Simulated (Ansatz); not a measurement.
CH3N, SMILES C=N, the interaction energy of a dimer with the counterpoise correction

Computed with Ansatz's Python interface.

Run as a notebook:

In [1]:
```python
from dataclasses import dataclass

import ansatz as az
```

In [2]:
```python
@dataclass
class Settings:
    basis: str = "def2-SVPD"
    xc: str = "r2SCAN"


opts = Settings()
```

In [3]:
```python
FIRST = [
    ("C", (-0.0498, -0.3886, 0.0421)),
    ("N", (0.6004, 0.6452, -0.218)),
    ("H", (-1.1003, -0.4394, 0.349)),
    ("H", (0.463, -1.3396, -0.0398)),
    ("H", (0.0868, 1.5224, -0.1334)),
]
SECOND = [
    ("C", (2.7757, 1.7095, -2.9228)),
    ("N", (1.9821, 0.7488, -3.0018)),
    ("H", (3.7337, 1.7232, -2.3914)),
    ("H", (2.5036, 2.6298, -3.426)),
    ("H", (2.2703, -0.1024, -2.5192)),
]
```

In [4]:
```python
def energy(atoms, ghosts=()):
    molecule = az.Crystal.molecule()
    for symbol, xyz in atoms:
        molecule = molecule.atom(symbol, xyz)
    calc = (
        molecule.calculation()
        .basis(gaussian=opts.basis)
        .functional(opts.xc)
        .accuracy("high")
    )
    deck = calc.input()
    if ghosts:
        deck = deck.set(az.key.basis.gaussian.ghost_atoms, [{"symbol": s, "position_ang": list(xyz)} for s, xyz in ghosts])
    return az.Session.from_dict(deck).plan().execute().report["free_energy_ev"]

both = energy(FIRST + SECOND)
alone = energy(FIRST) + energy(SECOND)
ghosted = energy(FIRST, SECOND) + energy(SECOND, FIRST)
print(f"dimer {both:.6f} eV")
print(f"interaction, uncorrected   {96.485332 * (both - alone):8.3f} kJ/mol")
print(f"interaction, counterpoise  {96.485332 * (both - ghosted):8.3f} kJ/mol")
print(f"basis-set superposition    {96.485332 * (alone - ghosted):8.3f} kJ/mol")
```
```text
dimer -5143.068116 eV
interaction, uncorrected     -3.563 kJ/mol
interaction, counterpoise    -0.672 kJ/mol
basis-set superposition       2.891 kJ/mol
```

Uncorrected it is -3.563 kJ/mol, with the counterpoise correction -0.672 kJ/mol; the difference, 2.89 kJ/mol, is the superposition error.

What to keep in mind:
- These settings explore the input space; basis and method may be short of convergence.
- The dimer is a generated trial pose of unrelaxed monomers, not a minimum, so the figure is no binding energy, and the basis set is small.
- This level lacks the dispersion part of the attraction (electrostatics and induction are there), which can decide the sign where the interaction is weak.
- Timing: 45 s on 1 thread of Arm Neoverse V2, with other jobs on the host, peak memory 0.52 GiB.

(Lines on the test bed's own set-up are left out of the output.)
